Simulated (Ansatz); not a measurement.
SbH2, doublet: reading a ladder of total energies

Geometry: that of the SbH2⁻, singlet, kept fixed.

```csv
atom,x (Å),y (Å),z (Å)
Sb,0.0000,-0.0198,0.0000
H,0.0000,1.1955,1.2291
H,0.0000,1.1955,-1.2291
```

Basis def2-TZVPD with its core potentials; Ansatz 0.2.0. Only valence electrons are correlated (noble-gas cores and the filled d shells of p-block atoms frozen), which leaves 7 electrons in 65 orbitals. Prefix R: restricted or restricted open-shell reference; prefix U: unrestricted. No spin–orbit coupling is included; scalar relativity enters through the core potentials alone.

Full CI isn't at hand for all of this; UCCSDT(Q) serves as the reference, and is uncertain by about the last step of the cluster series.

Runs differ by some tens of microhartree through their thresholds and, for an open shell, their frozen cores, so steps under 0.03 kcal/mol mean nothing.

```csv
level,total energy (hartree)
UHF,-240.403473
UMP2,-240.510261
UCCSD,-240.535436
UCCSD(T),-240.539469
UCCSDT,-240.540275
UCCSDT(Q),-240.540405
```

Problem. What is the correlation energy at UCCSDT(Q), and what share of it do UMP2 and UCCSDT recover?

Solution. E(corr) = -240.540405 − (-240.403473) = -0.136932 hartree = -3.726 eV. UMP2: -0.106788 / -0.136932 = 77.99 %. UCCSDT: -0.136802 / -0.136932 = 99.91 %.

Problem. By how many kcal/mol does UCCSD(T) miss UCCSDT(Q) (1 hartree = 627.509 kcal/mol), and which steps make up the rest?

Solution. -240.539469 − (-240.540405) = 0.000936 hartree = 0.59 kcal/mol. Steps: UCCSDT − UCCSD(T) = -0.51, UCCSDT(Q) − UCCSDT = -0.08 kcal/mol. That is within 1 kcal/mol of the reference in this basis, which itself misses far more of the correlation at the basis-set limit.
